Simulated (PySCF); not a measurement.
## Match the barriers

Saddle point of BSiH$_{6}$F, singlet (BH₂F ([BH2][F]) + SiH₄ → BSiH₅ ([BH2][SiH3]) + HF; bonds formed: B1–Si6, F2–H5; bonds broken: B1–F2, H5–Si6), PBE0-D4/def2-TZVP structure:

| atom | x (Å) | y (Å) | z (Å) |
| --- | --- | --- | --- |
| B1 | -0.1336 | -0.2504 | -1.0296 |
| F2 | -1.4797 | -1.1764 | -0.7740 |
| H3 | 0.7396 | -0.9706 | -1.4050 |
| H4 | -0.4643 | 0.7099 | -1.6549 |
| H5 | -0.9830 | -0.6933 | 0.0794 |
| Si6 | 0.3997 | 0.4230 | 0.9130 |
| H7 | 0.8786 | -0.5857 | 1.8953 |
| H8 | -0.5214 | 1.3665 | 1.6004 |
| H9 | 1.5640 | 1.1769 | 0.3755 |

PySCF 2.14 with density fitting (its default auxiliary sets; JK sets also for MP2 and CCSD(T)); basis: def2-TZVPP, with def2-QZVPP for the basis limit; cores frozen in the correlated methods. Extrapolation: Hartree–Fock as exp(−7.88 √X), correlation as X^−2.97. Four methods, as single points on the PBE0-D4 structures, gave these electronic barriers from the start structure: 40.44, 45.54, 52.38, 75.03 kcal/mol.

Q: The methods were, in alphabetical order, HF, MP2, PBE-D4, PBE0-D4. Which gave which? (Judge from chemistry; the calculation decides.)

A: By the calculation: PBE-D4 40.44; PBE0-D4 45.54; MP2 52.38; HF 75.03 kcal/mol. For comparison, CCSD(T) at an estimated basis limit (MP2 extrapolated from triple and quadruple zeta, plus CCSD(T) − MP2 in triple zeta) gives 52.20 kcal/mol.

T1 diagnostic: at most 0.014. The start structure is not quite a true minimum (one mode of 46i cm⁻¹).

Labels in which every atom is bracketed show which atoms are joined, not bond orders.

For scale, one of the runs: CCSD(T)/def2-TZVPP, 188 basis functions, launched by `OMP_NUM_THREADS=4 python run.py`. The run took 4.4 min on 4 CPU threads of an Arm Neoverse V1 (shared host), with 1.9 GiB of host memory at its peak.
